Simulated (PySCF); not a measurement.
**Working with the constants of SF⁻**

PBE0 constants of SF⁻, ¹Σ⁺ (singlet), closed shell (S aug-cc-pV(D+d)Z, F aug-cc-pVDZ; no relativity (PySCF 2.14); masses 31.9721 and 18.9984 u):

| Quantity | Value |
| --- | --- |
| ωe | 664.6 cm⁻¹ |
| ωexe | 4.0 cm⁻¹ |
| Be | 0.4684 cm⁻¹ |
| αe | 0.00392 cm⁻¹ |
| D (centrifugal) | 9.31e-07 cm⁻¹ |
| De to S + F⁻ | 2.52 eV |

Question: Give the band origin of the fundamental and the first lines of its P and R branches.

Answer: ν0 = ωe − 2ωexe = 656.6 cm⁻¹, B0 = 0.46644, B1 = 0.46252 cm⁻¹.

| J″ | P(J″) − ν0 | R(J″) − ν0 |
| --- | --- | --- |
| 0 |  | 0.925 |
| 1 | -0.933 | 1.842 |
| 2 | -1.874 | 2.751 |
| 3 | -2.822 | 3.653 |
| 4 | -3.778 | 4.546 |
| 5 | -4.742 | 5.432 |
| 6 | -5.714 | 6.309 |

Question: Near which J would the R branch turn back, without centrifugal distortion?

Answer: At J ≈ (B0 + B1)/(2(B0 − B1)) − 1 ≈ 120.

For an ion De counts to the pair picked by the measured ionisation energies or electron affinities, which need not be the lowest pair at this level.
